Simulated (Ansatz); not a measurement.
Trigonal Te

Method: PBE (Ansatz, a first-principles code, plane waves, PAW).

Settings: plane-wave cutoff 520 eV, 12×12×6 k mesh (along the axes of the cell as run), perturbation theory, force constants from a 6×6×2 q mesh, scalar-relativistic PAW data made under PBE.

Cell: relaxed at this level.

```yaml
zero_point_energy: 0.015 eV/atom
```

Note: the cell comes from a level without a dispersion term, which matters for the spacing of layers, chains or molecules.

Spin–orbit coupling is not included.

Cost on a shared machine: around 6 core-hours (rough).
